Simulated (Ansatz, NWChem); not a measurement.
Heat of formation of C2H4OS (thioacetic acid) from total energies

The species is C2H4OS (8 atoms), meant as a singlet with charge 0. SMILES: `CC(=O)S`. The shape is that of a PBE0-D4/def2-TZVP optimisation. This is one conformer, not always the lowest.

Total energies at SVWN5/def2-SVP (NWChem 7.3.0); the atoms run unrestricted:

```
species    state  energy (Eh)
 C2H4OS  singlet  -549.168866
      C  triplet   -37.421645
      O  triplet   -74.429220
      S  triplet  -396.587103
      H  doublet    -0.477468
```

Harmonic wavenumbers at PBE0-D4/def2-TZVP, in cm⁻¹: 50, 318, 382, 454, 534, 636, 845, 1007, 1024, 1147, 1378, 1454, 1467, 1821, 2718, 3063, 3140, 3173.

Measured heats of formation of the gaseous atoms at 298.15 K, in kJ/mol: C 716.9, O 249.2, S 277.0, H 218.0. Spin-orbit lowering of the atoms at 298 K (mean of the ground term's levels less their thermal mean, from spectra), in kJ/mol: C 0.02, O 0.40, S 1.88. Take 1 Eh = 2625.50 kJ/mol, 1 cm⁻¹ = 0.0119627 kJ/mol, RT = 2.479 kJ/mol.

**Question.** Work out the heat of formation of the gas at 298 K.

**Answer.** 
1. Electronic atomisation energy: 2 × (-37.421645) + (-74.429220) + (-396.587103) + 4 × (-0.477468) − (-549.168866) = 1.399381 Eh = 3674.1 kJ/mol.
2. Zero-point energy: half the sum of the wavenumbers, 12305.5 cm⁻¹ = 147.2 kJ/mol.
3. Thermal vibrational enthalpy, Σ hcν̃/(exp(hcν̃/kT) − 1): 6.1 kJ/mol. Translation, rotation and pV of a non-linear molecule: 4 RT = 9.9 kJ/mol.
4. The 8 free atoms carry 5/2 RT each: 49.6 kJ/mol.
5. Spin-orbit coupling lowers the free atoms by 2 × 0.02 + 0.40 + 1.88 = 2.3 kJ/mol.
6. Atomisation enthalpy at 298 K: 3674.1 − 2.3 − 147.2 − 6.1 − 9.9 + 49.6 = 3558.2 kJ/mol.
7. Sum of the atoms' heats of formation: 2832.0 kJ/mol. Heat of formation: 2832.0 − 3558.2 = -726.2 kJ/mol.

The tabulated value is -175.1 kJ/mol (CRC Handbook of Chemistry and Physics), so this level is off by -551.1 kJ/mol, or 18.3 % of the atomisation enthalpy that the table implies (3007.1 kJ/mol). The LDA overbinds, which puts heats of formation too low. Anharmonicity and any spin-orbit splitting of the molecule are left out.
